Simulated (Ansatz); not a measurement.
**hcp Zn**

The numbers are results of HSE06 (plane waves, PAW; Ansatz, a quantum-chemistry and plane-wave program), not measurements.

Numerical settings: plane-wave cutoff 500 eV, 12×12×1 k mesh (along the axes of the cell as run), Fermi–Dirac smearing 0.1 eV, scalar-relativistic PAW data made under PBE.

Cell: relaxed with r²SCAN.

| Item | Value |
|---|---|
| surface energy of the (0001) face | 0.28 J/m² |
| work function of the (0001) face | 4.05 eV |

Note: exact exchange on metals is sensitive to the k mesh and can open a false gap.

The slab of 6 atoms is relaxed and unreconstructed.

Static lattice: no zero-point or thermal effects.

It cost around 13 core-minutes (rough) of CPU time.
